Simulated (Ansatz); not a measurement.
C4H6O can be A, `C=CCC=O`, or B, `C1=COCC1`.

Program: Ansatz. Geometries: PBE0-D4/def2-TZVP. ΔE: electronic, gas phase. CCSD(T)/CBS adds triple-zeta CCSD(T) − MP2 to the extrapolated MP2 energy (def2 sets, frozen cores). DFT in def2-TZVPP. B3LYP here is the variant with VWN-RPA as its local correlation; programs differ in this. Each species was taken in one conformer, which may not be the lowest.

**Question.** Which is lower in electronic energy at CCSD(T)/CBS, and by how much? (Estimate.)

**Answer.** The calculation gave: B, by 6.6 kJ/mol.

**Question.** Give E(B) − E(A) in kJ/mol with r2SCAN-D4, PBE-D4, HF/def2-TZVPP, LDA (SPW92), CCSD/def2-TZVPP, PBE0-D4, B3LYP-D4. (An estimate is asked.)

**Answer.** Computed: r2SCAN-D4 -11.0, PBE-D4 -11.1, HF/def2-TZVPP 13.8, LDA (SPW92) -44.1, CCSD/def2-TZVPP -3.5, PBE0-D4 -19.3, B3LYP-D4 2.6. The order is the other way round with HF/def2-TZVPP, B3LYP-D4.

**Question.** Does the order hold for the free energy at 298.15 K (harmonic terms from PBE0-D4)? (An estimate is asked.)

**Answer.** Ansatz gave: No: G(B) − G(A) = +8.6 kJ/mol, for one conformer each.

Largest T1 diagnostic: 0.013.

Leaving LDA and LC-ωPBE aside and taking each functional with its dispersion term where it has one, the values, not all of them listed here, spread over 32.8 kJ/mol, from PBE-QIDH to BLYP-D4. LDA lies −34.7 kJ/mol from PBE without D4. From r2SCAN to r2SCAN0 (25 % exact exchange), in def2-TZVPP and without D4, E(B) − E(A) moves by −6.5 kJ/mol.
